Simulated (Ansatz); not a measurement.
`C[Si]Cl` → `[CH2]` (triplet) + `[SiH]Cl` at 600 K and 1 bar (formal loss of a carbene).

Calculated with Ansatz (gas phase, PBE0-D4/def2-TZVP geometries, no zero-point term in ΔE). CCSD(T)/CBS is the MP2 limit (def2-TZVPP, def2-QZVPP) plus CCSD(T) − MP2 in def2-TZVPP, frozen cores. This one scheme is used for every species. Triplets are unrestricted, without spin–orbit coupling.

```json
{"species": "`C[Si]Cl`", "CCSD(T)/CBS energy (Eh)": "-788.72093", "H − E (kJ/mol)": "135.5", "S (J/(mol·K))": "352.4"}
{"species": "`[CH2]` (triplet)", "CCSD(T)/CBS energy (Eh)": "-39.09499", "H − E (kJ/mol)": "66.5", "S (J/(mol·K))": "220.8"}
{"species": "`[SiH]Cl`", "CCSD(T)/CBS energy (Eh)": "-749.43948", "H − E (kJ/mol)": "44.3", "S (J/(mol·K))": "282.6"}
```

H − E and S are ideal-gas, rigid-rotor, harmonic terms from PBE0-D4/def2-TZVP, with the whole ground term of open shells counted as degenerate. 1 Eh = 2625.50 kJ/mol, R = 8.31446 J/(mol·K).

By hand: ΔE, ΔH, ΔS and ΔG.

ΔE = (-39.09499) + (-749.43948) − (-788.72093) = 0.18646 Eh = 489.6 kJ/mol. Δ(H − E) = 66.5 + 44.3 − 135.5 = -24.7, so ΔH = 464.9 kJ/mol. ΔS = 220.8 + 282.6 − 352.4 = 151.0 J/(mol·K). ΔG = 464.9 − 600 × (151.0)/1000 = 374.3 kJ/mol.

By hand: the equilibrium constant, and the temperature at which ΔG would vanish if ΔH and ΔS stayed fixed.

log₁₀ K = −ΔG/(RT ln 10) = -32.6. ΔG = 0 at ΔH/ΔS = 3079 K, far beyond where these terms or the molecules hold.

The number of gas molecules changes by +1, which sets the sign of ΔS. A doubt of 5 kJ/mol in ΔE shifts log₁₀ K by 0.4 here. A triplet takes part, so the spin changes. These are equilibria of isolated gas molecules and say nothing of rates. Largest T1 diagnostic: 0.013 (customary marks: 0.02 for closed shells, 0.045 for open ones).
